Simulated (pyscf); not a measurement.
Optimised with ωB97X-D3(BJ)/def2-SVP in PySCF.

Question: Estimate by transition-state theory (the high-pressure limit) the rate constant of H₃Si–AsH–AsH₂ → HAs=AsH + silane (SiH₄) (singlet surface; As–Si, As–H broken, H–Si formed) at 900 K, with ωB97M-D3(BJ)/def2-TZVP energies (ideal gas, 1 atm, RRHO with modes under 100 cm⁻¹ raised to 100, one conformer, R ln 2 for chiral ones without a mode under 150 cm⁻¹; no tunnelling).

Answer: The electronic barrier is 53.8 kcal/mol and the thermal terms add +3.6, so ΔG‡ = 57.4 kcal/mol. With k_BT/h = 1.88e+13 s⁻¹ and RT = 1.788 kcal/mol, k = 2.2e-01 s⁻¹, a half-life of 3.2e+00 s through this channel alone. Wigner's tunnelling factor for 714i cm⁻¹ would be 1.05. A shift of 1 kcal/mol in the barrier changes k by a factor 1.7. One saddle was located; it need not be the lowest between these sides. Elements up to Kr have no core potential and no relativistic terms here.
